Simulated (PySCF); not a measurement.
# Partial charges of [BClH3]-

[BClH3]- (charge -1).
Z-matrix (Å and degrees, PBE0-D3(BJ)/def2-SVP geometry), rows numbered from 1:
```
B 
Cl  1  1.9436
H   1  1.2392  2  108.17
H   1  1.2392  2  108.18  3  -120.00
H   1  1.2392  2  108.17  3   120.00
```

Density: PBE0/pcSseg-1 (PySCF); schemes: Mulliken, IAO, Hirshfeld and ESP-fitted. Geometry: PBE0-D3(BJ)/def2-SVP; no solvent, vibrations or thermal averaging. The pcSseg-1 basis has no diffuse functions, a weakness for an anion.

Problem. Do the Mulliken, IAO, Hirshfeld and ESP-fitted schemes agree on where the charge is lowest?

Solution. The schemes don't all agree: Mulliken Cl2 (-0.532); IAO B1 (-0.420); Hirshfeld Cl2 (-0.373); ESP-fitted Cl2 (-0.502).

Problem. At which atom do the 4 schemes differ most?

Solution. At B1: from -0.420 (IAO) to +0.136 e (ESP-fitted), 0.556 e apart.

Problem. Which atoms carry the highest charge in the Mulliken, IAO, Hirshfeld and ESP-fitted schemes?

Solution. The schemes don't all agree: Mulliken B1 (-0.045); IAO H3, H4 and H5 (-0.064); Hirshfeld H3, H4 and H5 (-0.153); ESP-fitted B1 (+0.136).

Problem. Tabulate the Mulliken, IAO, Hirshfeld and ESP-fitted charges.

Solution. In e:

```json
{"atom": "B1", "environment": "boron bonded to Cl and 3 H", "Mulliken": "-0.045", "IAO": "-0.420", "Hirshfeld": "-0.167", "ESP-fitted": "+0.136"}
{"atom": "Cl2", "environment": "chlorine bonded to B", "Mulliken": "-0.532", "IAO": "-0.388", "Hirshfeld": "-0.373", "ESP-fitted": "-0.502"}
{"atom": "H3", "environment": "hydrogen on B1", "Mulliken": "-0.141", "IAO": "-0.064", "Hirshfeld": "-0.153", "ESP-fitted": "-0.211"}
{"atom": "H4", "environment": "hydrogen on B1", "Mulliken": "-0.141", "IAO": "-0.064", "Hirshfeld": "-0.153", "ESP-fitted": "-0.212"}
{"atom": "H5", "environment": "hydrogen on B1", "Mulliken": "-0.141", "IAO": "-0.064", "Hirshfeld": "-0.153", "ESP-fitted": "-0.210"}
```

Mean size of the charges over all atoms: ESP-fitted 0.254 e, Hirshfeld 0.200 e, Mulliken 0.200 e, IAO 0.200 e. Each set sums to the total charge, -1, to within 0.001 e. The IAO scheme counts the electrons in orthogonalised intrinsic atomic orbitals, a minimal basis polarised so that it spans the occupied orbitals exactly. The Mulliken scheme gives each basis function's population to the atom it is centred on and halves the overlap population of two atoms between them.

Problem. Sum the charges by element, for elements with more than one atom.

Solution. 
```
element  atoms  Mulliken     IAO  Hirshfeld  ESP-fitted
      H      3    -0.423  -0.192     -0.461      -0.634
```

Problem. How many electrons does the ESP-fitted scheme count on Cl2?

Solution. Z − q = 17 − (-0.502) = 17.502.
